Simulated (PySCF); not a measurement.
Molecule: SMILES ClC1CC1, C3H5Cl.

Structure with atom numbers: `[Cl:1][CH:2]1[CH2:3][CH2:4]1` (H(Xn): hydrogen on atom n). Ha(C3), Ha(C4) are cis to Cl1 on the ring; Hb(C3), Hb(C4) are trans to Cl1 on the ring.

Geometry PBE0-D3(BJ)/def2-SVP throughout; GIAO in PySCF 2.14, gas phase, one conformer, non-relativistic; equivalent atoms averaged; functional PBE0.

(1) How do the absolute shieldings σ depend on the basis set? (ppm; last column core-seconds on shared hosts with different chips, so compare them loosely)

(2) Which nucleus moves most, in ppm?

(3) Taking the largest basis, pcSseg-2 (221 functions), as the yardstick, rank the others by their worst heavy-atom deviation.

Answers

(1) 
```tsv
basis set	functions	Cl1	C2	C3/C4	H(C2)	Ha(C3)/Ha(C4)	Hb(C3)/Hb(C4)	core-s
STO-3G	29	996.6	195.4	218.0	30.51	31.53	31.62	1.4
6-31G	50	857.5	167.6	187.4	29.98	31.74	31.57	2.7
pcSseg-0	50	872.5	159.2	181.2	30.54	31.94	31.71	4
6-31G*	70	843.6	163.7	183.2	29.33	31.21	31.13	3.5
def2-SVP	85	865.5	162.9	184.3	28.86	30.83	30.74	3.9
cc-pVDZ	85	848.8	162.9	185.6	28.69	30.72	30.63	7.3
pcSseg-1	100	815.1	151.4	173.5	28.58	30.62	30.46	4.4
aug-cc-pVDZ	141	837.7	161.2	184.3	28.44	30.66	30.58	14
6-311+G(2d,p)	146	807.9	153.3	175.6	28.63	30.81	30.75	8.2
def2-TZVP	160	795.3	154.1	176.1	28.62	30.78	30.68	11
cc-pVTZ	194	824.7	154.5	176.5	28.44	30.62	30.51	22
IGLO-III	199	804.8	150.8	172.9	28.51	30.69	30.64	20
pcSseg-2	221	803.5	150.5	172.7	28.40	30.57	30.45	25
```

(2) Cl1 (chlorine bonded to C): from 795.3 ppm with def2-TZVP to 996.6 ppm with STO-3G. The smallest spread is 1.27 ppm, at Hb(C3)/Hb(C4). Proton shifts span only some 12 ppm, so a few tenths of a ppm matter as much there as several ppm in carbon.

(3) IGLO-III 1.3 ppm (199 functions), 6-311+G(2d,p) 4.4 ppm (146 functions), def2-TZVP 8.2 ppm (160 functions), pcSseg-1 11.7 ppm (100 functions), cc-pVTZ 21.3 ppm (194 functions), aug-cc-pVDZ 34.2 ppm (141 functions), 6-31G* 40.2 ppm (70 functions), cc-pVDZ 45.3 ppm (85 functions), 6-31G 54.0 ppm (50 functions), def2-SVP 62.0 ppm (85 functions), pcSseg-0 69.0 ppm (50 functions), STO-3G 193.1 ppm (29 functions).

A small basis that lands close on one nucleus may do so by chance; judge by the trend and by all nuclei.
